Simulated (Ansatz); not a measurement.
Barrier CH4FO, charge -1 via CH4FO, on the benchmark's geometries as Psi4's copy gives them; open shells unrestricted, no zero-point energy, no spin–orbit coupling.
Transition structure (charge -1, multiplicity 1, Z-matrix in Å and degrees):
```
C
H 1 1.0701
H 1 1.0702 2 120.50
H 1 1.0702 2 119.41 3 170.28
F 1 1.7599 2 92.49 4 95.38
O 1 1.9858 2 88.45 4 -82.97
H 6 0.9604 1 104.34 2 -60.90
```

Correlated levels freeze the cores. MP2 and its Hartree–Fock in aug-cc-pVQZ are density fitted.

Codes used: Ansatz (a program for electronic structure) with Gaussian orbitals. 

The barrier height is − E(CH4FO) + E(TS). Total energies (hartree):

```json
[
 {"level": "HF/aug-cc-pVTZ", "CH4FO": "-214.5833519", "TS": "-214.4979545"},
 {"level": "MP2/aug-cc-pVTZ", "CH4FO": "-215.3226700", "TS": "-215.2468695"},
 {"level": "HF/aug-cc-pVQZ", "CH4FO": "-214.5973153", "TS": "-214.5117258"},
 {"level": "MP2/aug-cc-pVQZ", "CH4FO": "-215.3848412", "TS": "-215.3087053"},
 {"level": "CCSD(T)/aug-cc-pVTZ", "CH4FO": "-215.3602891", "TS": "-215.2855893"}
]
```

Problem. Work out the barrier height at the basis-set limit: extrapolate the MP2 correlation part as X⁻³, take Hartree–Fock from the larger set, and add the CCSD(T) − MP2 difference of aug-cc-pVTZ.

Solution. 
1. Differences (1 hartree = 627.509 kcal/mol): HF/aug-cc-pVTZ 53.588; MP2/aug-cc-pVTZ 47.566; HF/aug-cc-pVQZ 53.708; MP2/aug-cc-pVQZ 47.776; CCSD(T)/aug-cc-pVTZ 46.875.
2. Correlation parts, MP2 less HF: -6.022 in aug-cc-pVTZ (X = 3), -5.932 in aug-cc-pVQZ (X = 4).
3. Limit (4³·(-5.932) − 3³·(-6.022))/(4³ − 3³) = -5.867; with HF/aug-cc-pVQZ it gives 47.842.
4. CCSD(T) less MP2 in aug-cc-pVTZ: -0.691.
Result: 47.15 kcal/mol, against 47.57 at MP2/aug-cc-pVTZ. It is an estimate of this method's limit, not of the exact value.
